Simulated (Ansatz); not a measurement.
Molecule (SMILES): N (NH3).
Atoms: N1, H2, H3, H4. Bonds: N1-H2, N1-H3, N1-H4.

How fast the highest harmonic wavenumber converges with the basis for several methods (Ansatz, a quantum-chemistry and plane-wave program): deviation from each method's own reference, in cm⁻¹. References: B3LYP 3595 cm⁻¹, the value in aug-pcseg-2; HF 3822 cm⁻¹, the value in aug-pcseg-2; PBE 3512 cm⁻¹, the value in aug-pcseg-2. Cartesian d functions, on some or all atoms, in 6-31+G*, 6-31G**; all else is spherical. No added dispersion term, no relativity. Each level at its own minimum, unscaled; the references are large sets that could be run, not limits.

```tsv
basis	functions	B3LYP	HF	PBE
6-31G	15	181	162	197
def2-SV(P)	20	-78	-49	-81
6-31+G*	25	4	14	9
6-31G**	30	-5	20	-4
aug-pcseg-1	50	-26	-21	-24
jun-cc-pV(T+d)Z	81	-4	-7	-2
def2-TZVPPD	88	-1	-3	0
aug-cc-pVTZ	115	-7	-9	-6
```

Mean absolute deviation over jun-cc-pV(T+d)Z, def2-TZVPPD, aug-cc-pVTZ: PBE 3, B3LYP 4, HF 6 cm⁻¹.
